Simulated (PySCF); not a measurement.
Species: C₅H₁₀O.
Numbering: `[CH3:1][O:2][C@@H:3]1[CH2:4][C@@H:5]1[CH3:6]`

Cartesian coordinates in Å at the GFN2-xTB level; atoms count from 1:
```xyz
16
C5H10O angstrom
C      2.1371   -0.6025   -0.7804
O      0.7341   -0.5554   -0.8787
C      0.1954    0.6318   -0.3891
C     -0.0252    0.7957    1.0925
C     -1.1958    0.6074    0.1673
C     -1.9711   -0.6843    0.1941
H      2.6007    0.2099   -1.3543
H      2.4697   -0.5293    0.2618
H      2.4447   -1.5604   -1.1950
H      0.5133    1.5125   -0.9490
H      0.2384   -0.0398    1.7230
H      0.1467    1.7625    1.5405
H     -1.8032    1.4822   -0.0342
H     -2.5269   -0.8079   -0.7330
H     -2.6749   -0.6892    1.0250
H     -1.2906   -1.5243    0.2979
```

NICS = −σ at a ghost point: NICS(0) at the centroid of the ring atoms, NICS(1) 1 Å to either side along the normal of their mean plane, zz for the tensor component along that normal. Level: GIAO PBE0/pcSseg-1 (PySCF, non-relativistic, gas phase) on the GFN2-xTB geometry, one conformer.

Ring bond lengths (Å), with Mayer bond orders in brackets: C3–C4 1.507 (0.94), C4–C5 1.504 (0.93), C5–C3 1.498 (0.94).

Problem. Give the NICS values of each ring in ppm.

Solution. 
| ring | type | NICS(0) | NICS(1), two faces | NICS(1)zz, two faces | rms pucker (Å) | centre to ring atoms, mean (Å) |
| --- | --- | --- | --- | --- | --- | --- |
| C3–C4–C5 | 3-membered carbocycle; formal bonds all single | -39.9 | -9.3 / -7.2 | -23.8 / -15.2 | 0.00 | 0.87 |

Problem. What can be read from them?

Solution. 
- C3–C4–C5: mean NICS(1)zz -19.5 ppm, shielded. C3, C4, C5 have four or more neighbours; no verdict on aromaticity is drawn. The two faces differ by 8.6 ppm, so no symmetry operation interchanges them. NICS(0) lies 32 ppm below the mean NICS(1).

Problem. What is the mean of the two in-plane components of NICS at the first NICS(1) probe listed for ring C3–C4–C5, 1 Å off the ring?

Solution. The isotropic value is a third of the trace: (3 × -9.3 − (-23.8))/2 = -2.1 ppm.

The run took 14 s of wall time on Arm Neoverse V2, one thread (shared host). This is the whole shielding run at PBE0/pcSseg-1, SCF included.
